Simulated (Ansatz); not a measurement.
Reaction (SMILES): S=C=S → C atom + 2 S atom
B3LYP-D3(BJ)/def2-TZVP geometries, fixed; electronic energies without zero-point terms.

Effect of a fitting basis named in the input at HF/cc-pV(T+d)Z with Ansatz (a first-principles code), against the last row, where the atomisation energy is 163.94 kcal/mol. Open shells are unrestricted. The default fits or decomposes integrals by the program's own choice; accuracy: high also tightens integrals, grids and stops.

```tsv
setting	largest shift of a total energy (mEh)	shift of the atomisation energy (kcal/mol)
fitting: def2-SV(P)-JKFIT	0.069	-0.064
fitting: def2-universal-JKFIT	0.069	-0.064
fitting: cc-pVTZ-JKFIT	0.187	-0.106
fitting: cc-pVQZ-JKFIT	0.074	-0.041
fitting: cc-pV5Z-JKFIT	0.067	-0.036
accuracy: high	-0.028	0.017
accuracy: medium (default)	0.000	0.000
```

Within 0.02 kcal/mol in the atomisation energy: accuracy: high. The largest shift is 0.187 mEh in a total energy and 0.106 kcal/mol in the difference.
